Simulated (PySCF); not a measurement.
System (SMILES): F[Si](F)(F)F.
Geometry (B3LYP-D3(BJ)/def2-TZVP, fixed):
```
Si
F 1 1.5673
F 1 1.5673 2 109.47
F 1 1.5673 2 109.47 3 -120.00
F 1 1.5673 2 109.47 4 -120.00
```
Charge 0, spin multiplicity 1.

How fast the mean static polarisability converges with the basis for several methods (PySCF): deviation from each method's own reference, in %. References: HF 19.33 bohr³, the value in aug-pcseg-2; PBE 24.52 bohr³, the value in aug-pcseg-2; PBE0 22.70 bohr³, the value in aug-pcseg-2. All functions are spherical. Density fitting with generated auxiliary sets. No added dispersion term, no relativity. 

| basis | functions | HF | PBE | PBE0 |
|---|---|---|---|---|
| 6-31G** | 74 | -26.6 | -28.2 | -27.4 |
| def2-SVP | 74 | -31.7 | -32.4 | -31.8 |
| 6-31G* | 74 | -26.6 | -28.2 | -27.4 |
| cc-pV(D+d)Z | 79 | -28.0 | -29.0 | -28.2 |
| 6-311G** | 98 | -31.7 | -31.4 | -31.1 |
| 6-311+G** | 118 | -19.8 | -16.2 | -17.1 |
| aug-pcseg-1 | 119 | 0.7 | 0.0 | 0.3 |
| Sadlej pVTZ | 128 | 1.2 | 0.8 | 1.0 |
| def2-TZVP | 161 | -10.5 | -12.4 | -11.4 |
| def2-TZVPP | 166 | -10.3 | -12.3 | -11.3 |
| jun-cc-pV(T+d)Z | 204 | 0.0 | -0.5 | -0.3 |
| aug-pcseg-2 | 234 | 0.0 | 0.0 | 0.0 |

Mean absolute deviation over 6-311G**, 6-311+G**, Sadlej pVTZ, def2-TZVP, def2-TZVPP, jun-cc-pV(T+d)Z: PBE0 12.0, HF 12.2, PBE 12.3 %.
